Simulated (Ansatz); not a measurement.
Reaction: C3H4 (SMILES C1=CC1) → C3H3 (SMILES [CH]1C=C1, doublet) + H (doublet) (the C-H bond breaks)
Each species at its own B3LYP-D3(BJ)/def2-TZVP minimum (Ansatz, a first-principles code).

Quantity: bond dissociation energy (electronic), in kJ/mol. Radicals and triplets start from unrestricted determinants; spin-orbit coupling is neglected. Cores are frozen in correlated methods. Rows without X2C or -DK are non-relativistic. CBS(X,Y): correlation extrapolated as X^-3, Hartree-Fock from the larger set (Q,5: extrapolated as (X+1)exp(-9√X)). A bracket is a step between two methods taken in the basis named. 'core' is core correlation in cc-pwCVTZ, 'X2C' scalar relativity in cc-pVTZ-DK, both at CCSD(T). Where a partner has so few electrons that a lower coupled-cluster level is exact, that level stands in.

```json
[
 {"level": "CCSD/cc-pV5Z", "program": "Ansatz", "bond dissociation energy (kJ/mol)": "444.9"}
]
```

What does CCSD(T)/CBS(cc-pVQZ,cc-pV5Z) + [CCSDT(Q) - CCSD(T)]/cc-pVDZ + core + X2C (Ansatz) give?

448.2 kJ/mol; the difference of CCSD/cc-pV5Z is -3.3 kJ/mol.
